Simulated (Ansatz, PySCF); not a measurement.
System: formaldehyde, CH₂O (charge 0, singlet). SMILES: C=O
Structure (B3LYP-D3(BJ)/def2-TZVP (Ansatz, an electronic-structure program) minimum search):
```
C
O 1 1.1989
H 1 1.1075 2 122.05
H 1 1.1075 3 115.91 2 180.00
```

PBE beside other levels, property by property. Correlated levels leave the core frozen unless marked. UHF or UKS for open shells. No spin-orbit coupling. Non-relativistic. Basis-set limits of correlation are two-point, X^-3; Hartree-Fock from the larger set. Rows marked 298 K are enthalpies with B3LYP-D3(BJ) harmonic zero-point and thermal terms from PySCF. Enthalpies of formation rest on the atoms' values in the G2/97 table (older ones for B and Si), with no core term in the frozen-core levels. Vertical energies are electronic, to the SCF solution reached for that spin. The coupled-cluster column (Ansatz) is a level with limits of its own: (a) CCSD(T)/CBS(cc-pVTZ,cc-pVQZ); (b) CCSD(T)/CBS(def2-TZVPPD,def2-QZVPPD).

```json
[
 {"property": "vertical triplet-singlet gap (eV)", "r2SCAN/def2-TZVPD (Ansatz)": "3.12", "M06-2X/def2-TZVPD (PySCF)": "3.55", "CAM-B3LYP/def2-TZVPD (Ansatz)": "3.31", "coupled cluster": "3.67 (b)", "measured": "-"},
 {"property": "C-H bond dissociation enthalpy, 298 K, to [CH]=O + H atom (kcal/mol)", "r2SCAN/def2-TZVPD (Ansatz)": "83.8", "M06-2X/def2-TZVPD (PySCF)": "87.6", "CAM-B3LYP/def2-TZVPD (Ansatz)": "86.3", "coupled cluster": "88.3 (b)", "measured": "-"},
 {"property": "vertical ionisation energy to the doublet (eV)", "r2SCAN/def2-TZVPD (Ansatz)": "10.68", "M06-2X/def2-TZVPD (PySCF)": "10.98", "CAM-B3LYP/def2-TZVPD (Ansatz)": "10.90", "coupled cluster": "10.99 (b)", "measured": "10.88"},
 {"property": "proton affinity at O, enthalpy at 298 K, to C=[OH+] (kcal/mol)", "r2SCAN/def2-TZVPD (Ansatz)": "169.6", "M06-2X/def2-TZVPD (PySCF)": "169.2", "CAM-B3LYP/def2-TZVPD (Ansatz)": "168.5", "coupled cluster": "170.4 (a)", "measured": "-"},
 {"property": "enthalpy of formation at 298 K by atomisation (kcal/mol)", "r2SCAN/def2-TZVPD (Ansatz)": "-24.9", "M06-2X/def2-TZVPD (PySCF)": "-25.0", "CAM-B3LYP/def2-TZVPD (Ansatz)": "-26.1", "coupled cluster": "-25.2 (b)", "measured": "-26.1"}
]
```

Measured values: Active Thermochemical Tables 1.112 (ions: stationary electron), as tabulated in the package chemicals; CCCBDB table in ASE; they hold spin-orbit effects, which all levels lack, and core correlation, which the frozen-core levels lack. This is an older compilation, not checked against later work.

Task: What does PBE/def2-TZVPD (Ansatz) give for each property, and on which side of the measured value, or else of coupled cluster, does it fall?

Result: 
- vertical triplet-singlet gap: PBE lies 0.37 eV below coupled cluster; PBE gives 3.30 eV.
- C-H bond dissociation enthalpy, 298 K, to [CH]=O + H atom: PBE lies 4.6 kcal/mol below coupled cluster; PBE gives 83.7 kcal/mol.
- vertical ionisation energy to the doublet: PBE lies 0.14 eV below the measured value; PBE gives 10.74 eV.
- proton affinity at O, enthalpy at 298 K, to C=[OH+]: PBE lies 2.6 kcal/mol below coupled cluster; PBE gives 167.8 kcal/mol.
- enthalpy of formation at 298 K by atomisation: PBE lies 11.4 kcal/mol below the measured value; PBE gives -37.5 kcal/mol.
